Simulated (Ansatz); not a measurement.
# One shape, several levels: H2O (water)

Aim: a comparison of 6 runs (HF/def2-SVP, wB97X/STO-3G, B3LYP/6-31G*, PBE0/def2-SVP, PBE0/6-311G**, MRCISD+Q(relaxed)(6,6)/CRENBL) of H2O (water). 

The calculation is run with Ansatz 0.2.0.

7 further runs of the same task are left out: 3 for a known fault of the program, 2 that didn't finish, 2 set aside as unsound or not needed.

**1. The molecule**

H2O has 3 atoms, charge 0, and is taken as a singlet. As SMILES, `O`. The shape is that of a PBE0-D4/def2-TZVP optimisation.

Bond lengths: O1–H2 0.960 Å, O1–H3 0.960 Å. Angles: H2–O1–H3 105.1°.

**2. Energy and forces at HF/def2-SVP (run 1)**

Contents of molecule.yaml:

```yaml
crystal:
  periodic: [false, false, false]
  atoms:
    - {symbol: O, position_ang: [-0.302700, 0.200200, -0.140600]}
    - {symbol: H, position_ang: [0.466500, 0.548400, 0.315300]}
    - {symbol: H, position_ang: [-0.163800, -0.748600, -0.174700]}
basis:
  gaussian:
    orbitals: def2-SVP
output: {forces: true, orbitals: {seedname: orbitals}}
hamiltonian:
  xc: hf
accuracy: high
```

The run is started by

```console
ansatz run molecule.yaml --threads 1 --pin off --max-ram 2610MiB --events-out events.jsonl --progress --plain --runs-dir runs
```

The program printed:

```text
Warning: RAYON_NUM_THREADS=1 ignored (pool sized by the plan → 1); use --threads N
Functional definition: HF
  name "HF"
  exchange = exact_x
  correlation = 0
432 factors; integrals over basis functions are off by at most 3.1e-9 eV
mean field evaluation 1: about -2065.3734 eV, gradient 3.0e1 eV
mean field evaluation 2: about -2065.3736 eV, gradient 3.0e1 eV
mean field evaluation 4: about -2066.9936 eV, gradient 1.5e0 eV
mean field evaluation 8: about -2067.0008 eV, gradient 1.5e-5 eV
mean field -2067.00079901 eV, -75.9608783003 hartree, gradient 6.7e-8 eV, S^2 0.000000; 0 other end points of the search recorded, 0 dependent functions left out
the calculation of the forces begins
reference -2067.00079901 eV, -75.9608783003 hartree; 5, 5 occupied and 19, 19 virtual orbitals, 432 factors
Total energy: -2067.00079901 eV, -75.9608783003 hartree
Atom 0 at    -0.302700     0.200200    -0.140600 Å, force     0.757030    -0.498651     0.351864 eV/Å
Atom 1 at     0.466500     0.548400     0.315300 Å, force    -0.666141    -0.341072    -0.399366 eV/Å
Atom 2 at    -0.163800    -0.748600    -0.174700 Å, force    -0.090889     0.839723     0.047502 eV/Å
Dipole moment:     0.344344    -0.227748     0.159942 e Å
```

Run time: 0.12 s. Hardware: 1 thread of Arm Neoverse V2, shared host.

**3. Energy and forces at wB97X/STO-3G (run 2)**

Contents of in.yaml:

```yaml
crystal:
  periodic: [false, false, false]
  atoms:
    - {symbol: O, position_ang: [-0.302700, 0.200200, -0.140600]}
    - {symbol: H, position_ang: [0.466500, 0.548400, 0.315300]}
    - {symbol: H, position_ang: [-0.163800, -0.748600, -0.174700]}
basis:
  gaussian: {orbitals: STO-3G}
total_charge: 0
hamiltonian: {xc: {name: wB97X}}
accuracy: high
output: {forces: true, orbitals: {seedname: orbitals}}
```

The run is started by

```console
ansatz run in.yaml --threads 1 --pin off --max-ram 2610MiB --events-out events.jsonl --progress --plain --runs-dir runs
```

The program printed (excerpt; [...] marks lines left out):

```text
Warning: RAYON_NUM_THREADS=1 ignored (pool sized by the plan → 1); use --threads N
Functional definition: wB97X
  name "wB97X"
[...]
      + exact_x_lr(omega)
[...]
      + integral(e_c_pw_opposite_spin*poly(b97_u_opposite, 1, cos1, cos2, cos3, cos4))
92 factors; integrals over basis functions are off by at most 3.2e-8 eV
64 factors; integrals over basis functions are off by at most 8.2e-10 eV
[...]
mean field -2049.20486340 eV, -75.3068897290 hartree, gradient 1.9e-9 eV, S^2 0.000000; 0 other end points of the search recorded, 0 dependent functions left out
[...]
reference -2049.20486228 eV, -75.3068896879 hartree; 5, 5 occupied and 2, 2 virtual orbitals, 92 factors
Total energy: -2049.20486228 eV, -75.3068896879 hartree
Atom 0 at    -0.302700     0.200200    -0.140600 Å, force    -3.944897     2.612005    -1.832014 eV/Å
Atom 1 at     0.466500     0.548400     0.315300 Å, force     2.813615     0.427015     1.570179 eV/Å
Atom 2 at    -0.163800    -0.748600    -0.174700 Å, force     1.131282    -3.039021     0.261835 eV/Å
Dipole moment:     0.273205    -0.180709     0.126898 e Å
```

Wall time 1.3 s (1 thread of Arm Neoverse V2, shared host).

Runs 3 to 5 aren't shown in full; the table further down has their settings and results.

**4. A single-point energy at MRCISD+Q(relaxed)(6,6)/CRENBL (density fitting with cc-pVTZ-jkfit, core potential, cc-pVTZ-rifit for correlation) (run 6)**

Contents of in.yaml:

```yaml
crystal:
  periodic: [false, false, false]
  atoms:
    - {symbol: O, position_ang: [-0.302700, 0.200200, -0.140600]}
    - {symbol: H, position_ang: [0.466500, 0.548400, 0.315300]}
    - {symbol: H, position_ang: [-0.163800, -0.748600, -0.174700]}
basis:
  gaussian:
    orbitals: CRENBL.json
    fitting: {mean_field: cc-pVTZ-jkfit, correlation: cc-pVTZ-rifit}
correlation:
  method: fic_mrcisd_q_relaxed
  active_space: {window: {electrons: 6, orbitals: 6}}
  electrons: outside_noble_gas
```

The basis set CRENBL is read from a file made from the Basis Set Exchange's data (not shown).

The run is started by

```console
ansatz run in.yaml --threads 1 --pin off --max-ram 2610MiB --events-out events.jsonl --progress --plain --runs-dir runs
```

The program printed:

```text
Warning: RAYON_NUM_THREADS=1 ignored (pool sized by the plan → 1); use --threads N
[... 2 set-up lines as earlier in the session ...]
[...]
280 factors; integrals over basis functions are off by at most 9.1e-1 eV
[...]
mean field -458.58376337 eV, -16.8526424644 hartree, gradient 1.2e-6 eV, S^2 0.000000; 0 other end points of the search recorded, 0 dependent functions left out
reference -458.58376337 eV, -16.8526424644 hartree; 4, 4 occupied and 20, 20 virtual orbitals, 280 factors
state -461.01674127 eV, -16.9420527531 hartree
contracted CI cycle   1: correlation 0.00000000 eV, 0.0000000000 hartree, residual 1.54e1 eV
contracted CI cycle   2: correlation -1.55097999 eV, -0.0569974635 hartree, residual 3.67e0 eV
contracted CI cycle   3: correlation -1.64695481 eV, -0.0605244731 hartree, residual 1.33e0 eV
contracted CI cycle   4: correlation -1.65904814 eV, -0.0609688948 hartree, residual 6.75e-1 eV
contracted CI cycle   5: correlation -1.66188617 eV, -0.0610731903 hartree, residual 3.03e-1 eV
contracted CI cycle   6: correlation -1.66238668 eV, -0.0610915835 hartree, residual 1.16e-1 eV
contracted CI cycle   7: correlation -1.66248068 eV, -0.0610950381 hartree, residual 4.40e-2 eV
contracted CI cycle   8: correlation -1.66249775 eV, -0.0610956653 hartree, residual 1.99e-2 eV
contracted CI cycle   9: correlation -1.66250120 eV, -0.0610957921 hartree, residual 9.54e-3 eV
contracted CI cycle  10: correlation -1.66250204 eV, -0.0610958230 hartree, residual 5.16e-3 eV
contracted CI cycle  11: correlation -1.66250228 eV, -0.0610958321 hartree, residual 2.61e-3 eV
contracted CI cycle  12: correlation -1.66250235 eV, -0.0610958345 hartree, residual 1.61e-3 eV
contracted CI cycle  13: correlation -1.66250237 eV, -0.0610958351 hartree, residual 9.10e-4 eV
state -461.01674127 eV, -16.9420527531 hartree; corrected -462.70934277 eV, -17.0042547110 hartree
Total energy: -462.70934277 eV, -17.0042547110 hartree
```

Run time: 1 s. Hardware: 1 thread of Arm Neoverse V2, shared host.

**5. The series**

| run | level | Cartesian functions | core potential | energy (Eh) | dipole moment (D) | HOMO energy (eV) | LUMO energy (eV) | wall time |
| --- | --- | --- | --- | --- | --- | --- | --- | --- |
| 1 | HF/def2-SVP | no | none | -75.960878 | 2.13 | -13.54 | 4.79 | 0.12 s |
| 2 | wB97X/STO-3G | no | none | -75.306890 | 1.69 | -6.90 | 12.74 | 1.3 s |
| 3 | B3LYP/6-31G* (Cartesian functions) | yes | none | -76.408771 | 2.07 | -7.93 | 1.78 | 0.48 s |
| 4 | PBE0/def2-SVP | no | none | -76.276246 | 2.00 | -8.30 | 1.77 | 0.5 s |
| 5 | PBE0/6-311G** | no | none | -76.362406 | 2.07 | -8.47 | 1.29 | 0.56 s |
| 6 | MRCISD+Q(relaxed)(6,6)/CRENBL (density fitting with cc-pVTZ-jkfit, core potential, cc-pVTZ-rifit for correlation) | no | CRENBL | -17.004255 | – | – | – | 1 s |

**6. What came out**

| quantity | value |
| --- | --- |
| run 6: total energy | -17.00425 Eh |

Over runs 1, 2, 3, 4, 5 the dipole moment (its size) runs from 1.69 D (wB97X/STO-3G) to 2.13 D (HF/def2-SVP). The two ends differ in method and basis. Over runs 1, 2, 3, 4, 5 the HOMO–LUMO gap runs from 9.71 eV (B3LYP/6-31G*) to 19.64 eV (wB97X/STO-3G). Totals of different functionals can't be ranked against each other. Some runs of one species differ in core potentials or relativity; totals across that change don't compare. In run 2 the basis is minimal, so the values are rough. All runs together took 3.9 s, the longest 1.3 s.
